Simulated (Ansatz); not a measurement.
in.yaml

```yaml
crystal:
  periodic: [false, false, false]
  atoms:
    - {symbol: C, position_ang: [0.000000, 0.000000, 0.675402]}
    - {symbol: C, position_ang: [0.000000, 0.000000, -0.675402]}
    - {symbol: Cl, position_ang: [0.000000, 1.448939, 1.589701]}
    - {symbol: Cl, position_ang: [0.000000, -1.448939, 1.589701]}
    - {symbol: Cl, position_ang: [0.000000, -1.448939, -1.589701]}
    - {symbol: Cl, position_ang: [0.000000, 1.448939, -1.589701]}
basis:
  gaussian: {orbitals: "6-31G*"}
magnetization: {spin_polarized: true, initial_magnetization: 0}
hamiltonian: {xc: {name: PBE0}}
output: {orbitals: {seedname: orbitals}}
```

```sh
$ ansatz run in.yaml --threads 1 --pin off --events-out ev --progress --plain --max-ram 4096MiB --backend cpu
```

Output:

```
956 factors; integrals over basis functions are off by at most 1.7e-3 eV
mean field evaluation 1: about -52142.1679 eV, gradient 1.0e1 eV
mean field evaluation 2: about -52142.2297 eV, gradient 9.1e0 eV
mean field evaluation 4: about -52142.6249 eV, gradient 2.0e-1 eV
mean field evaluation 8: about -52142.7573 eV, gradient 3.2e-2 eV
mean field evaluation 16: about -52142.7573 eV, gradient 1.4e-5 eV
mean field -52142.75731776 eV, -1916.2109877972 hartree, gradient 1.4e-5 eV, S^2 0.000000; 0 other end points of the search recorded, 0 dependent functions left out
reference -52142.75733799 eV, -1916.2109885409 hartree; 40, 40 occupied and 66, 66 virtual orbitals, 956 factors
Total energy: -52142.75733799 eV, -1916.2109885409 hartree
```

Ran on 1 thread of AMD EPYC 7R13, shared host: 6.5 s wall, 0.37 GiB peak host memory.
